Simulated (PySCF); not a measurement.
## Static response to an electric field

(E)-acetaldoxime, C2H5NO.
Cartesian coordinates in Å at the GFN2-xTB level; atoms count from 1:
```
atom  x, y, z in Å
C1    -1.3256    0.0221   -0.1232
C2     0.0252   -0.1916   -0.6994
N3     1.0390    0.2660   -0.1080
O4     2.2644    0.0154   -0.7247
H5    -1.8003   -0.9392    0.0686
H6    -1.2536    0.5846    0.8030
H7    -1.9475    0.5656   -0.8332
H8     0.0976   -0.7491   -1.6349
H9     2.9143    0.4322   -0.1423
```

Level: CAM-B3LYP/def2-SVPD (PySCF), static field, nuclei fixed, core orbitals frozen in the response. The polarisability tensor in these axes (au):

```
x   56.26  3.08  0.71
y    3.08 31.54  2.86
z    0.71  2.86 34.13
```

Q: What are the eigenvalues, a third of the trace, and Δα (Δα² = ½Σ(αi − αj)² over the three pairs)?

A: Principal values 29.51, 35.73 and 56.69 au; mean 40.64 au = 6.02 Å³ = 6.70 × 10⁻⁴⁰ C²·m²/J; Δα = 24.67 au (61 % of the mean).

Q: What is the dipole moment, and where does it point?

A: (-0.87, -0.10, -0.03) D, 0.88 D in size, pointing from the negative to the positive side. Measured along this direction, the outermost atoms are H9 at the negative end and H7 and H5 at the positive end.

Q: Find the Langevin capture rate constant for NH4+ (18.034 u) meeting this molecule (59.037 u), k = 2.342 × 10⁻⁹ cm³/s × √(α in Å³ / reduced mass in u).

A: The reduced mass is 13.81 u, so k = 1.55 × 10⁻⁹ cm³/s. The formula leaves out the permanent dipole, which adds to the capture rate.

Q: Sum over states: ᾱ = Σ f/ω², ω in Eh. What share falls to these 8 lowest TDDFT singlets (eV, f)? 6.04, 0.0008; 6.94, 0.0040; 7.04, 0.2004; 7.41, 0.0408; 7.66, 0.0003; 8.35, 0.0981; 8.46, 0.0016; 9.02, 0.1454.

A: They add up to 6.01 au, 14.8 % of the 40.64 au; the largest single term is 3.00 au, from the state at 7.04 eV. Terms in order: 0.02, 0.06, 3.00, 0.55, 0.00, 1.04, 0.02, 1.32 au. Higher excitations give the rest. The strengths listed sum to 0.491.

Q: Estimate the molar refractivity from the static electronic polarisability.

A: Lorentz–Lorenz: R = (4π/3)N_A α = 2.5225 cm³/(mol·Å³) × 6.02 Å³ = 15.2 cm³/mol, in the limit of long wavelengths.

Q: How large is μ²/3kT at 273 K beside α?

A: In Gaussian units μ²/3kT = 6.83 Å³ against 6.02 Å³, a ratio of 1.13; the Debye molar polarisation (4π/3)N_A(α + μ²/3kT) is 32.4 cm³/mol, leaving out the vibrational part.

Geometry: GFN2-xTB, one conformer, isolated molecule.
